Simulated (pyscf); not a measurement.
Four-centre exchange: :N–F (SMILES [N]F) [triplet] + F–SiH₃ (SMILES F[SiH3]) → :N–F (SMILES [N]F) [triplet] + F–SiH₃ (SMILES F[SiH3])

Gas phase, triplet surface, charge 0. Bonds broken: N1–F3, F2–Si4. Bonds formed: N1–F2, F3–Si4. Optimised with ωB97X-D3(BJ)/def2-SVP in PySCF. Correlated levels are frozen-core, on RHF or UHF. ΔMP2 is the change of the MP2 total energy from the triple- to the quadruple-zeta basis.

Transition state (Å):

```xyz
7

N      0.7374     1.7425    -0.3210
F     -0.6847     0.8742    -0.8459
F      0.8250     0.1798     0.5692
Si    -0.7256    -0.7429    -0.0222
H      0.1738    -1.8099    -0.5303
H     -1.1585    -0.8009     1.3973
H     -2.0027    -0.9855    -0.7771
```

One imaginary mode, 1171i cm⁻¹; descent along it reached the two sides named.

```tsv
bond	change	reactant side (Å)	saddle	product side
N1–F3	breaks	1.304	1.801	3.0
F2–Si4	breaks	1.629	1.815	3.2
N1–F2	forms	3.0	1.747	1.304
F3–Si4	forms	3.2	1.899	1.629
```

Electronic energies relative to the separated reactants (kcal/mol):

```
level                             barrier  reaction energy  reverse barrier
--------------------------------  -------  ---------------  ---------------
ωB97X-D3(BJ)/def2-TZVP               79.1              0.0             79.1
PBE/def2-TZVP                        67.0              0.0             67.0
r²SCAN/def2-TZVP                     69.6              0.0             69.6
B3LYP-D3(BJ)/def2-TZVP               73.6              0.0             73.6
PBE0-D3(BJ)/def2-TZVP                77.2              0.0             77.2
M06-2X/def2-TZVP                     81.1              0.0             81.1
ωB97M-D3(BJ)/def2-TZVP               77.7              0.0             77.7
HF/def2-TZVP                        100.1              0.0            100.1
MP2/def2-QZVPP                       84.6              0.0             84.6
CCSD/def2-TZVPP                      86.5              0.0             86.5
CCSD(T)/def2-TZVPP                   81.0              0.0             81.0
CCSD(T)/def2-TZVPP + ΔMP2(QZVPP)     80.1              0.0             80.1
```

With CCSD(T)/def2-TZVPP + ΔMP2(QZVPP) energies and thermal terms (ideal gas, 1 atm, RRHO with modes under 100 cm⁻¹ raised to 100, one conformer, R ln 2 for chiral ones without a mode under 150 cm⁻¹), in kcal/mol:

| T (K) | ΔH‡ | ΔG‡ | ΔH | ΔG |
|---|---|---|---|---|
| 298 | 79.8 | 89.6 | 0.0 | 0.0 |
| 600 | 80.2 | 99.3 | 0.0 | 0.0 |
| 900 | 80.6 | 108.8 | 0.0 | 0.0 |
| 1200 | 81.0 | 118.1 | 0.0 | 0.0 |

The same reactants have a lower exit, to •HN–F + F–SiH₂• (barrier +24.1 kcal/mol at ωB97M-D3(BJ), against +77.7 kcal/mol here). This is the saddle that the search found; another between the same sides may lie lower. The CCSD(T) − MP2 part came from Ansatz, without density fitting, on the same reference.
